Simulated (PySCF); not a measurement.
Species: C5H7F (charge +1 and doublet state).
Structure used (GFN2-xTB), in Å, numbered top down from 1:
```xyz
13
C5H7F angstrom
C     -1.9133    0.1488    1.1001
C     -1.3731   -0.3896   -0.2020
C      0.0120   -0.1994   -0.4219
C      1.2053   -0.0397   -0.6211
C      2.6041    0.1851   -0.7807
F      3.1530    0.8347    0.2722
H     -1.4059   -0.2989    1.9585
H     -1.7396    1.2243    1.1890
H     -2.9796   -0.0457    1.1753
H     -1.9257    0.0381   -1.0592
H     -1.5984   -1.4679   -0.2997
H      3.1478   -0.7713   -0.9089
H      2.8091    0.7820   -1.6909
```

The hyperfine couplings belong to this conformer and change with its torsions.

Identity: `CC[C+]=[C]CF` [radical] (charge +1).

Method: PySCF 2.14.0, UKS B3LYP, pcH-1 on C F H, non-relativistic, mean-field spin-orbit, GIAO. Geometry: GFN2-xTB; no solvent, vibrations or thermal averaging. Couplings are sensitive to structure, and on GFN2-xTB geometries they can be far from those on DFT ones, by a factor of two or more for some ions and for spin on atoms past the first row. Stability of the SCF solution: not tested.

**Question.** Break the g tensor into its mass correction, gauge correction and orbital-Zeeman/spin–orbit terms.

**Answer.** 
```
                    Δg (ppt)      1      2      3
relativistic mass correction  -0.15  -0.15  -0.15
            gauge correction   0.00   0.01   0.02
   orbital Zeeman/spin–orbit  -0.03   1.89  11.75
                       total  -0.17   1.76  11.62
```

So g = 2.00215, 2.00408, 2.01394 and g_iso = 2.00672; the tensor is rhombic: the two nearest values differ by 16 % of g3 − g1. Axes: g3 points within 5° of the C3–C4 bond.

**Question.** What effective moment and Curie constant follow for a powder?

**Answer.** With the mean of g² = 4.0270 and S(S+1) = 0.75: μ_eff = √(⟨g²⟩S(S+1)) = 1.738 μB and χT = 0.12505·⟨g²⟩·S(S+1) = 0.378 cm³ K/mol (cgs; spin-Hamiltonian part alone).

**Question.** How much does each term add to the isotropic shift?

**Answer.** The orbital-Zeeman/spin–orbit term 4.54, the mass correction -0.15 and the gauge correction 0.01 ppt, for a total of 4.40 ppt. The orbital-Zeeman/spin–orbit term is the largest in size. The mass correction is the same along every axis, so the anisotropy comes from the other two: their spans along these axes are 0.02 (gauge) and 11.78 ppt (orbital Zeeman/spin–orbit).

**Question.** In a frozen sample, at which fields do the three g values resonate at 9.5, 34, 94 and 263 GHz (hyperfine left aside), and which band first spreads them over more than twice a line width of 0.5 mT?

**Answer.** 
```tsv
band	GHz	B(g3) mT	B(g2) mT	B(g1) mT	spread mT
X	9.5	337.03	338.69	339.01	1.99
Q	34.0	1206.20	1212.14	1213.31	7.11
W	94.0	3334.80	3351.21	3354.45	19.65
J	263.0	9330.34	9376.26	9385.31	54.96
```

The spread grows in proportion to the frequency. X band is the first where it exceeds 1.0 mT.

Largest spin populations (Mulliken): C4 (+0.36), C3 (+0.35), H11 (+0.06) and H10 (+0.06).

The HOMO–LUMO gaps are 7.99 eV among the α and 2.47 eV among the β orbitals.

The run took 38 s wall (grids of density and orbitals included) on one thread, Arm Neoverse V2 (aarch64), shared host with 96 logical CPUs at a one-minute load of 82, and the process peaked at 0.83 GiB of memory.
